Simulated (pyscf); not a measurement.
One four-centre exchange on the singlet surface with elements of a group swapped. ωB97M-D3(BJ)/def2-TZVP, kcal/mol, from the separated reactants. Structures and frequencies: ωB97X-D3(BJ)/def2-SVP in PySCF.

```json
[
 {"step": "H₃C–Ga(CH₃)–CH₃ + H₂O → CH₄ + H₃C–Ga(CH₃)–OH", "barrier": "?", "reaction energy": "?", "imaginary mode (i cm⁻¹)": "1403"},
 {"step": "H₃C–In(CH₃)–CH₃ + H₂O → H₃C–In(CH₃)–OH + CH₄", "barrier": "10.6", "reaction energy": "-18.6", "imaginary mode (i cm⁻¹)": "1399"}
]
```

Fill in the missing entries.


- H₃C–Ga(CH₃)–CH₃ + H₂O → CH₄ + H₃C–Ga(CH₃)–OH, barrier: 10.2
- H₃C–Ga(CH₃)–CH₃ + H₂O → CH₄ + H₃C–Ga(CH₃)–OH, reaction energy: -22.9

Row 1: On the reactant side the descent ends in an adduct with a Ga–O contact, 13.1 kcal/mol under the separated species and 22.4 kcal/mol under the saddle at ωB97X-D3(BJ)/def2-TZVP. Row 2: On the reactant side the descent ends in an adduct with a In–O contact, 12.4 kcal/mol under the separated species and 21.7 kcal/mol under the saddle at ωB97X-D3(BJ)/def2-TZVP. Each row is the saddle that its search found. Elements up to Kr have no core potential and no relativistic terms here. Elements past Kr carry the def2 core potentials, without spin-orbit coupling.
